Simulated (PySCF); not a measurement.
# H3O3S: the cost of one run

Computed with PySCF 2.14.0; each step states its level. No surroundings beyond the atoms listed, unless a continuum is named. Atoms count from 0, parts from 1.

## Step 1: The system as given

7 atoms, charge 1, multiplicity 1; geometry: GFN2-xTB. Parts: 1 = atoms 0–3, `[OH3+]`, charge 1; 2 = atoms 4–6, `O=S=O`, charge 0. In the given geometry H2 has moved to O4 of another part (1.11 Å), so values for the parts refer to these atom groups.

## Step 2: Geometry optimisation at PBE0-D3(BJ)/def2-SVPD

What the job is given:

```
{"job": {"xc": "PBE0", "basis": "def2-SVPD", "d3": "d3bj", "grid": 2, "kind": "geom", "shake": 0.01}, "charge": 1, "multiplicity": 1, "parts": [{"atoms": "0-3", "charge": 1, "multiplicity": 1}, {"atoms": "4-6", "charge": 0, "multiplicity": 1}]}
O      0.037820     0.147926     0.386423
H     -0.640505    -0.454664     0.036295
H     -0.301869     1.470890     0.150422
H      0.923863    -0.090190     0.063465
O     -0.530523     2.540516    -0.017928
S     -0.849803     3.711715     0.891717
O     -0.831968     3.372544     2.258160
```

On the command line:

```bash
> OMP_NUM_THREADS=1 python cluster_run.py task.json out
```

The driver reads the jobs from task.json and runs them one after another.

**Question.** How long does this first job take on 1 thread of Intel Xeon Platinum 8488C, shared host, and how much memory does it need?

About 71 s, with a peak of 0.53 GiB.
